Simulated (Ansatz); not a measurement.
# CHSi− (SMILES [C-]#[SiH]): single points off equilibrium

Aim: energy, forces and dipole at a structure displaced at random from a GFN2-xTB minimum, from CCSD(T) and from density functionals.

Computed with Ansatz 0.2.0, Gaussian basis. Level: single points in def2-TZVPPD.

Correlated methods freeze the cores.

### 1 Starting geometry

SMILES `[C-]#[SiH]`, 3 atoms, charge -1, spin multiplicity 1.

Atoms are counted from 1 here; the program's logs count them from 0.

Bond lengths: C1–Si2 1.694 Å, Si2–H3 1.534 Å. Angles: C1–Si2–H3 178.7°.

As a file:

```xyz
3

C    -0.85340    1.37810   -0.31610
Si    0.01620   -0.04130   -0.00450
H     0.81220   -1.31400    0.30950
```

### 2 CCSD(T)/def2-TZVPPD

The input, run/in.yaml:

```yaml
crystal:
  periodic: [false, false, false]
  atoms:
    - {symbol: C, position_ang: [-0.853400, 1.378100, -0.316100]}
    - {symbol: Si, position_ang: [0.016200, -0.041300, -0.004500]}
    - {symbol: H, position_ang: [0.812200, -1.314000, 0.309500]}
basis:
  gaussian: {orbitals: "def2-TZVPPD.json"}
total_charge: -1
correlation: {method: ccsd_t}
output: {forces: true}
```

The basis file named in the input lies beside it (Basis Set Exchange, JSON).

The command line of these runs was not kept.

### 3 PBE0-D4/def2-TZVPPD

Edit run/in.yaml of step 2 so:

```diff
@@ -9,3 +9,3 @@
 total_charge: -1
-correlation: {method: ccsd_t}
-output: {forces: true}
+hamiltonian: {xc: pbe0, dispersion: d4}
+output: {forces: true, orbitals: {seedname: orbitals}}
```

### 4 wB97M-V/def2-TZVPPD

Edit run/in.yaml of step 3 so:

```diff
@@ -9,3 +9,3 @@
 total_charge: -1
-hamiltonian: {xc: pbe0, dispersion: d4}
-output: {forces: true, orbitals: {seedname: orbitals}}
+hamiltonian: {xc: {name: wB97M-V}}
+output: {forces: true}
```

### 5 r2SCAN-D4/def2-TZVPPD

Edit run/in.yaml of step 4 so:

```diff
@@ -9,3 +9,3 @@
 total_charge: -1
-hamiltonian: {xc: {name: wB97M-V}}
+hamiltonian: {xc: r2scan, dispersion: d4}
 output: {forces: true}
```

### 6 PBE-D4/def2-TZVPPD

Edit run/in.yaml of step 5 so:

```diff
@@ -9,3 +9,3 @@
 total_charge: -1
-hamiltonian: {xc: r2scan, dispersion: d4}
+hamiltonian: {xc: pbe, dispersion: d4}
 output: {forces: true}
```

### 7 LC-wPBE/def2-TZVPPD

Edit run/in.yaml of step 6 so:

```diff
@@ -9,3 +9,3 @@
 total_charge: -1
-hamiltonian: {xc: pbe, dispersion: d4}
+hamiltonian: {xc: {name: LC-wPBE}}
 output: {forces: true}
```

### 8 B97M-V/def2-TZVPPD

Edit run/in.yaml of step 7 so:

```diff
@@ -9,3 +9,3 @@
 total_charge: -1
-hamiltonian: {xc: {name: LC-wPBE}}
+hamiltonian: {xc: {name: B97M-V}}
 output: {forces: true}
```

(Steps that only read results are left out.)

**Question.** What will these runs give? Wanted: RMS force component; RMS force error; HOMO and LUMO, PBE0-D4; T1 diagnostic.

As calculated:

```
              quantity                                                                                          value
   RMS force component                                                           0.055 to 0.546 eV/Å over the methods
       RMS force error  PBE0-D4 0.455, wB97M-V 0.638, r2SCAN-D4 0.347, PBE-D4 0.251, LC-wPBE 0.885, B97M-V 0.451 eV/Å
HOMO and LUMO, PBE0-D4                                                                              -0.40 and 3.82 eV
         T1 diagnostic                                                                                          0.036
```

The forces of PBE-D4 come nearest to CCSD(T), those of LC-wPBE are farthest. Frozen-core CCSD(T) forces in triple zeta carry basis errors of their own, and this is one geometry, so small gaps rank nothing. The T1 diagnostic is large here, over the usual mark for main-group molecules (transition-metal compounds often pass it harmlessly), so CCSD(T) itself may be off. The restricted Hartree–Fock reference is unstable towards an unrestricted one at one or more of these structures.
